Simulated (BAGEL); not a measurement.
# B3LYP/6-31G(d) (density fitting with cc-pvqz-jkfit, spherical functions) run of C6H10 (1-methylcyclopentene)

What is the energy change on altering one bond length of C6H10 (1-methylcyclopentene) at B3LYP/6-31G* (density fitting with cc-pvqz-jkfit, spherical functions)? 

The results are computed with BAGEL 1.2.2.

### Step 1. Starting point

The species is C6H10 (16 atoms), meant as a singlet with charge 0. SMILES: `CC1=CCCC1`. The shape is that of a PBE0-D4/def2-TZVP optimisation. This is one conformer, not always the lowest.

Bond lengths: C1–C2 1.486 Å, C2–C3 1.331 Å, C3–C4 1.499 Å, C4–C5 1.538 Å, C2–C6 1.505 Å, C5–C6 1.535 Å, C1–H7 1.096 Å, C1–H8 1.095 Å, C1–H9 1.091 Å, C3–H10 1.085 Å, C4–H11 1.094 Å, C4–H12 1.098 Å, C5–H13 1.093 Å, C5–H14 1.091 Å, C6–H15 1.095 Å, C6–H16 1.099 Å. Some angles: C1–C2–C3 127.5°, C1–C2–C6 121.7°, C3–C2–C6 110.8°, C2–C3–C4 112.6°, C3–C4–C5 102.8°, C4–C5–C6 105.2°, C2–C6–C5 103.6°, C2–C1–H7 110.9°, C2–C1–H8 111.1°, C2–C1–H9 111.7°.

### Step 2. The energy at B3LYP/6-31G(d) (density fitting with cc-pvqz-jkfit, spherical functions)

input.json

```json
{ "bagel": [

{
  "title": "molecule",
  "basis": "6-31gs.json",
  "df_basis": "cc-pvqz-jkfit",
  "angstrom": true,
  "geometry": [
    { "atom": "C", "xyz": [   -0.182550,    0.153470,    2.196680 ] },
    { "atom": "C", "xyz": [    0.039290,    0.039180,    0.731770 ] },
    { "atom": "C", "xyz": [    1.204510,   -0.027810,    0.091730 ] },
    { "atom": "C", "xyz": [    1.039050,   -0.203910,   -1.387910 ] },
    { "atom": "C", "xyz": [   -0.449080,    0.116590,   -1.605660 ] },
    { "atom": "C", "xyz": [   -1.108990,   -0.080680,   -0.234400 ] },
    { "atom": "H", "xyz": [   -0.752800,   -0.702760,    2.573510 ] },
    { "atom": "H", "xyz": [   -0.768550,    1.046860,    2.437290 ] },
    { "atom": "H", "xyz": [    0.759370,    0.203610,    2.745170 ] },
    { "atom": "H", "xyz": [    2.172750,   -0.007620,    0.580790 ] },
    { "atom": "H", "xyz": [    1.695560,    0.444770,   -1.975280 ] },
    { "atom": "H", "xyz": [    1.281320,   -1.233740,   -1.682420 ] },
    { "atom": "H", "xyz": [   -0.549170,    1.163300,   -1.904140 ] },
    { "atom": "H", "xyz": [   -0.905320,   -0.488430,   -2.391050 ] },
    { "atom": "H", "xyz": [   -1.901490,    0.648610,   -0.037670 ] },
    { "atom": "H", "xyz": [   -1.573910,   -1.071450,   -0.138410 ] }
  ]
},
{ "title": "ks", "xc_func": "b3lyp" },
{ "title": "print", "file": "orbitals.molden", "orbitals": true }

]}
```

The basis set 6-31G* is read from a file made from the Basis Set Exchange's data (not shown).

The run is started by

```bash
BAGEL_NUM_THREADS=1 BAGEL input.json > input.out
```

The log of the run:

```text
* using 1 threads per process

  ===============================================================
  ===============================================================

  *** Geometry ***

  { "atom" : "C", "xyz" : [     -0.344970,      0.290016,      4.151124 ] },
  { "atom" : "C", "xyz" : [      0.074247,      0.074039,      1.382845 ] },
  { "atom" : "C", "xyz" : [      2.276194,     -0.052553,      0.173345 ] },
  { "atom" : "C", "xyz" : [      1.963520,     -0.385334,     -2.622770 ] },
  { "atom" : "C", "xyz" : [     -0.848638,      0.220323,     -3.034258 ] },
  { "atom" : "C", "xyz" : [     -2.095687,     -0.152463,     -0.442952 ] },
  { "atom" : "H", "xyz" : [     -1.422586,     -1.328024,      4.863229 ] },
  { "atom" : "H", "xyz" : [     -1.452349,      1.978279,      4.605811 ] },
  { "atom" : "H", "xyz" : [      1.435001,      0.384767,      5.187619 ] },
  { "atom" : "H", "xyz" : [      4.105902,     -0.014400,      1.097534 ] },
  { "atom" : "H", "xyz" : [      3.204144,      0.840493,     -3.732738 ] },
  { "atom" : "H", "xyz" : [      2.421344,     -2.331431,     -3.179313 ] },
  { "atom" : "H", "xyz" : [     -1.037781,      2.198318,     -3.598303 ] },
  { "atom" : "H", "xyz" : [     -1.710807,     -0.922999,     -4.518430 ] },
  { "atom" : "H", "xyz" : [     -3.593295,      1.225695,     -0.071186 ] },
  { "atom" : "H", "xyz" : [     -2.974259,     -2.024747,     -0.261557 ] },

  Number of auxiliary basis functions:     1146

  Since a DF basis is specified, we compute 2- and 3-index integrals:
    o Being stored without compression. Storage requirement is 0.099 GB

  Number of basis functions:      104
  Number of electrons      :       46

    * METHOD: MOLECULE                             2.03

  *** Kohn-Sham DFT ***

    * Removing 35465 points whose weight is below 1.00e-10
    * Grid points: 203031

  === Nuclear Repulsion ===
   234.4960788977

       - DIIS with orbital gradients will be used.

  === KS iteration (b3lyp / 6-31gs.json) ===
      0       -176.19966191          0.16928474           1.10
      1       -138.99281758          0.13647729           1.07
      2       -133.72969060          0.18580885           1.09
      3       -213.14072904          0.10601513           1.08
      4       -212.88270055          0.12157832           1.08
      5       -233.65623845          0.03417315           1.08
      6       -233.84866439          0.03214972           1.09
      7       -234.54034964          0.01136206           1.09
      8       -234.62848236          0.00451345           1.12
      9       -234.64024887          0.00197148           1.12
     10       -234.64297463          0.00041126           1.10
     11       -234.64309825          0.00008107           1.08
     12       -234.64310289          0.00002762           1.06
     13       -234.64310344          0.00000720           1.08
     14       -234.64310348          0.00000124           1.09
     15       -234.64310348          0.00000072           1.08
     16       -234.64310348          0.00000028           1.09
     17       -234.64310348          0.00000005           1.07
     18       -234.64310348          0.00000001           1.11
     19       -234.64310348          0.00000001           1.11
    * SCF iteration converged.

    * Permanent dipole moment:
           (    0.076311,     0.015032,    -0.051611) a.u.

    * METHOD: KS                                  23.84

    * METHOD: PRINT                                0.03

  ===============================================================
```

Run time: 26 s. Hardware: 1 thread of Arm Neoverse V1, shared host; peak memory 0.95 GiB.

### Step 3. The distorted shape at the same level

calc.json

```json
{ "bagel": [

{
  "title": "molecule",
  "basis": "6-31gs.json",
  "df_basis": "cc-pvqz-jkfit",
  "angstrom": true,
  "geometry": [
    { "atom": "C", "xyz": [    0.451472,   -0.429982,    2.039291 ] },
    { "atom": "C", "xyz": [    0.673312,   -0.544272,    0.574381 ] },
    { "atom": "C", "xyz": [    1.838532,   -0.611262,   -0.065659 ] },
    { "atom": "C", "xyz": [    1.673072,   -0.787362,   -1.545299 ] },
    { "atom": "C", "xyz": [    0.184942,   -0.466862,   -1.763049 ] },
    { "atom": "C", "xyz": [   -0.474968,   -0.664132,   -0.391789 ] },
    { "atom": "H", "xyz": [   -0.118778,   -1.286212,    2.416121 ] },
    { "atom": "H", "xyz": [   -0.134528,    0.463408,    2.279901 ] },
    { "atom": "H", "xyz": [    1.393392,   -0.379842,    2.587781 ] },
    { "atom": "H", "xyz": [    2.806772,   -0.591072,    0.423401 ] },
    { "atom": "H", "xyz": [    2.329582,   -0.138682,   -2.132669 ] },
    { "atom": "H", "xyz": [    1.915342,   -1.817192,   -1.839809 ] },
    { "atom": "H", "xyz": [    0.084852,    0.579848,   -2.061529 ] },
    { "atom": "H", "xyz": [   -0.271298,   -1.071882,   -2.548439 ] },
    { "atom": "H", "xyz": [   -1.901490,    0.648610,   -0.037670 ] },
    { "atom": "H", "xyz": [   -0.939888,   -1.654902,   -0.295799 ] }
  ]
},
{ "title": "ks", "xc_func": "b3lyp" },
{ "title": "print", "file": "orbitals.molden", "orbitals": true }

]}
```

The basis set 6-31G* is read from a file made from the Basis Set Exchange's data (not shown).

The run is started by

```bash
BAGEL_NUM_THREADS=1 BAGEL calc.json > calc.out
```

The log of the run:

```text
* using 1 threads per process

  ===============================================================
  ===============================================================

  *** Geometry ***

  { "atom" : "C", "xyz" : [      0.853158,     -0.812548,      3.853701 ] },
  { "atom" : "C", "xyz" : [      1.272375,     -1.028525,      1.085423 ] },
  { "atom" : "C", "xyz" : [      3.474322,     -1.155118,     -0.124078 ] },
  { "atom" : "C", "xyz" : [      3.161648,     -1.487899,     -2.920192 ] },
  { "atom" : "C", "xyz" : [      0.349490,     -0.882241,     -3.331680 ] },
  { "atom" : "C", "xyz" : [     -0.897559,     -1.255028,     -0.740374 ] },
  { "atom" : "H", "xyz" : [     -0.224458,     -2.430588,      4.565807 ] },
  { "atom" : "H", "xyz" : [     -0.254221,      0.875714,      4.308388 ] },
  { "atom" : "H", "xyz" : [      2.633129,     -0.717797,      4.890197 ] },
  { "atom" : "H", "xyz" : [      5.304030,     -1.116964,      0.800112 ] },
  { "atom" : "H", "xyz" : [      4.402272,     -0.262071,     -4.030160 ] },
  { "atom" : "H", "xyz" : [      3.619472,     -3.433995,     -3.476735 ] },
  { "atom" : "H", "xyz" : [      0.160347,      1.095754,     -3.895725 ] },
  { "atom" : "H", "xyz" : [     -0.512679,     -2.025563,     -4.815852 ] },
  { "atom" : "H", "xyz" : [     -3.593295,      1.225695,     -0.071186 ] },
  { "atom" : "H", "xyz" : [     -1.776131,     -3.127312,     -0.558979 ] },

  Number of auxiliary basis functions:     1146

  Since a DF basis is specified, we compute 2- and 3-index integrals:
    o Being stored without compression. Storage requirement is 0.099 GB

  Number of basis functions:      104
  Number of electrons      :       46

    * METHOD: MOLECULE                             2.02

  *** Kohn-Sham DFT ***

    * Removing 34499 points whose weight is below 1.00e-10
    * Grid points: 203997

  === Nuclear Repulsion ===
   231.6858914496

       - DIIS with orbital gradients will be used.

  === KS iteration (b3lyp / 6-31gs.json) ===
      0       -175.25107677          0.16772043           1.09
      1       -138.90603044          0.13332327           1.08
      2       -133.09163739          0.18420442           1.10
      3       -211.75976482          0.10646269           1.12
      4       -210.41226846          0.13193703           1.08
      5       -231.16422980          0.04960543           1.08
      6       -233.77882532          0.02553149           1.08
      7       -233.41190453          0.03079526           1.08
      8       -234.38140817          0.01411835           1.08
      9       -234.50651159          0.00530311           1.10
     10       -234.52540426          0.00154494           1.10
     11       -234.52701046          0.00076383           1.11
     12       -234.52751033          0.00020463           1.14
     13       -234.52753471          0.00008595           1.11
     14       -234.52754084          0.00004336           1.09
     15       -234.52754230          0.00000826           1.09
     16       -234.52754234          0.00000412           1.10
     17       -234.52754236          0.00000147           1.09
     18       -234.52754236          0.00000053           1.10
     19       -234.52754236          0.00000031           1.10
     20       -234.52754236          0.00000007           1.10
     21       -234.52754236          0.00000006           1.07
     22       -234.52754236          0.00000001           1.10
     23       -234.52754236          0.00000001           1.14
    * SCF iteration converged.

    * Permanent dipole moment:
           (   -0.538950,     0.352989,     0.076301) a.u.

    * METHOD: KS                                  28.37

    * METHOD: PRINT                                0.03

  ===============================================================
```

It took 31 s on 1 thread of Arm Neoverse V1, shared host; peak memory 0.96 GiB.

### Step 4. Summary of results

Level: B3LYP/6-31G* (density fitting with cc-pvqz-jkfit, spherical functions).

| quantity | value |
| --- | --- |
| first shape: total energy | -234.64310 Eh |
| first shape: dipole moment | 0.24 D |
| first shape: HOMO energy | -6.07 eV |
| first shape: LUMO energy | 1.06 eV |
| first shape: HOMO–LUMO gap | 7.13 eV |
| distorted shape: total energy | -234.52754 Eh |
| distorted shape: dipole moment | 1.65 D |
| distorted shape: HOMO energy | -6.15 eV |
| distorted shape: LUMO energy | -1.33 eV |
| distorted shape: HOMO–LUMO gap | 4.82 eV |
| energy change with the C6–H15 bond stretched from 1.095 to 1.971 Å | 3.145 eV |

In words: With the C6–H15 bond stretched from 1.095 to 1.971 Å the energy rises by 3.14 eV (303 kJ/mol). The first shape isn't relaxed at this level, so the change isn't measured from a minimum. A restricted reference can't describe the breaking bond well at this length.
